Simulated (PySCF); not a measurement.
BeH, SMILES [BeH+], charge +1.

Geometry optimised at r2SCAN-D4/def2-TZVPD. The multiplicity is an assumed one; other spin states were not compared.

Two levels are set side by side: PBE/def2-TZVPD (PySCF) and HF/def2-TZVPD (PySCF). Same geometry, gas phase. Differences are taken from unrounded values.

| quantity | HF |
|---|---|
| orbital gap (eV) | 12.51 |
| highest occupied level (eV) | -20.35 |
| lowest empty level (eV) | -7.84 |
| mean polarisability (bohr³) | 11.4 |

**Question.** What does PBE give, and how far is it from HF? (An estimate is asked for; the answer gives what the named calculation found.)

**Answer.** 
```tsv
quantity	PBE	PBE minus HF
orbital gap (eV)	4.36	-8.15
highest occupied level (eV)	-15.85	4.50
lowest empty level (eV)	-11.49	-3.64
mean polarisability (bohr³)	13.0	1.6
```

Without exact exchange PBE keeps part of each electron's self-repulsion, which lifts occupied levels and narrows the gap. Loosely held outer electrons make PBE densities more polarisable. Differences between two approximate levels are no errors against the true value.
